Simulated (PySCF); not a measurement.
# C5H8 (Cyclopentene): the cost of one run

Programs: PySCF 2.14.0, with density-fitted response routines of our own. Each step states its level of theory. These are calculated values for one molecule in the gas phase, unless marked as measured. Atoms are numbered from 0 throughout.

## (1) The starting structure

13 atoms, charge 0, multiplicity 1; geometry from: MMFF94s.

Bonds of the start (Å): C0–C1 1.34, C1–C2 1.49, C2–C3 1.53, C3–C4 1.53, C4–C0 1.49, C0–H5 1.08, C1–H6 1.08, C2–H7 1.09, C2–H8 1.09, C3–H9 1.10, C3–H10 1.09, C4–H11 1.09, C4–H12 1.09.

## (2) Relaxing the molecule at PBE0-D3(BJ)/def2-SVP

The job: settings as JSON, then the geometry in Å.

```
{"job": {"xc": "PBE0", "basis": "def2-SVP", "d3": "d3bj", "grid": 1, "kind": "geom"}, "charge": 0, "multiplicity": 1}
C     -0.918169     0.969688    -0.188268
C      0.379746     1.286194    -0.142380
C      1.241706     0.074413    -0.017377
C      0.237496    -1.022505     0.335141
C     -1.132609    -0.504581    -0.101322
H     -1.721622     1.684000    -0.305315
H      0.770582     2.291742    -0.217201
H      1.993572     0.188402     0.768889
H      1.747495    -0.131933    -0.966127
H      0.240303    -1.191302     1.420033
H      0.487099    -1.977329    -0.138990
H     -1.422372    -0.904926    -1.078199
H     -1.903227    -0.761862     0.631117
```

Started as:

```bash
> OMP_NUM_THREADS=1 python probes_run.py task.json out
```

This one command runs all jobs of the session in turn.

**Question.** How long does this first job take on 1 thread of Arm Neoverse V2, shared host, and how much memory does it need?

About 12 s, with a peak of 0.45 GiB.
